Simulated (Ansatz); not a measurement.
ClH: the interaction energy of a dimer with the counterpoise correction, run with Ansatz 0.2.0 through its Python package.

`dimer_clh.py`
```python
"""Binding of a ClH dimer at a trial geometry."""

import ansatz as az

FIRST = [
    ("H", (0.0, 0.0, -0.645)),
    ("Cl", (0.0, 0.0, 0.645)),
]
SECOND = [
    ("H", (-2.2798, 1.9202, -0.7441)),
    ("Cl", (-2.9945, 1.821, 0.3252)),
]

def energy(atoms, ghosts=()):
    molecule = az.Crystal.molecule()
    for symbol, xyz in atoms:
        molecule = molecule.atom(symbol, xyz)
    calc = (
        molecule.calculation()
        .basis(gaussian="def2-SVP")
        .functional("hf")
    )
    deck = calc.input()
    if ghosts:
        deck = deck.set(az.key.basis.gaussian.ghost_atoms, [{"symbol": s, "position_ang": list(xyz)} for s, xyz in ghosts])
    return az.Session.from_dict(deck).plan().execute().report["free_energy_ev"]

# ghost atoms carry the functions of the partner
both = energy(FIRST + SECOND)
alone = energy(FIRST) + energy(SECOND)
ghosted = energy(FIRST, SECOND) + energy(SECOND, FIRST)
print(f"dimer {both:.6f} eV")
print(f"interaction, uncorrected   {23.060548 * (both - alone):8.3f} kcal/mol")
print(f"interaction, counterpoise  {23.060548 * (both - ghosted):8.3f} kcal/mol")
print(f"basis-set superposition    {23.060548 * (alone - ghosted):8.3f} kcal/mol")
```

How large is the interaction at this pose, and how much of it is basis-set superposition?

Uncorrected it is 1.700 kcal/mol, with the counterpoise correction 2.915 kcal/mol; the difference, 1.22 kcal/mol, is the superposition error. In this basis both values are repulsive.

The output:

```console
$ python dimer_clh.py
dimer -25031.031395 eV
interaction, uncorrected      1.700 kcal/mol
interaction, counterpoise     2.915 kcal/mol
basis-set superposition       1.215 kcal/mol
```

Caveats:
- Total energies depend on the basis set; only differences at equal settings carry meaning.
- The dimer is a generated trial pose of unrelaxed monomers, not a minimum, so the figure is no binding energy, and the basis set is small.
- Hartree-Fock leaves correlation out, so bond, atomisation and ionisation energies come out well too low.
- This level lacks the dispersion part of the attraction (electrostatics and induction are there), which can decide the sign where the interaction is weak.
- Wall time of the script: 0.9 s on 1 thread of Arm Neoverse V1, with other jobs on the host, peak memory 0.13 GiB.
